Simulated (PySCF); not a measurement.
dimethyl sulfide (C2H6S), SMILES CSC. Atoms are numbered in the order given.

```xyz
9

C      1.3688     0.0000    -0.5070
S      0.0000     0.0000     0.6544
C     -1.3688     0.0000    -0.5070
H      1.3533    -0.8926    -1.1358
H      2.2887     0.0000     0.0784
H      1.3533     0.8926    -1.1358
H     -1.3533    -0.8926    -1.1358
H     -2.2887     0.0000     0.0784
H     -1.3533     0.8926    -1.1358
```
Charge 0, spin multiplicity 1.

Geometry optimised at PBE0-D3(BJ)/def2-TZVP.

Two levels are set side by side: PBE/pcSseg-1 (PySCF) and B3LYP/pcSseg-1 (PySCF). GIAO shifts against H2S (³³S), TMS (¹H), TMS (¹³C) at the same level; non-relativistic, no solvent, atoms listed together averaged. Differences are taken from unrounded values.

```csv
quantity,B3LYP
"δ(¹³C) of C1, C3 (ppm)",23.1
δ(³³S) of S2 (ppm),124.1
"δ(¹H) of H4, H5, H6, H7, H8, H9 (ppm)",1.95
```

Question: What does PBE give, and how far is it from B3LYP? (The exact figures need the calculation; the answer reports its results.)

Answer: 
| quantity | PBE | PBE minus B3LYP |
|---|---|---|
| δ(¹³C) of C1, C3 (ppm) | 23.3 | 0.2 |
| δ(³³S) of S2 (ppm) | 133.9 | 9.8 |
| δ(¹H) of H4, H5, H6, H7, H8, H9 (ppm) | 1.96 | 0.02 |

Rough cost on one machine, each run with all the roots and properties that it gave: B3LYP against PBE within a factor of 2.
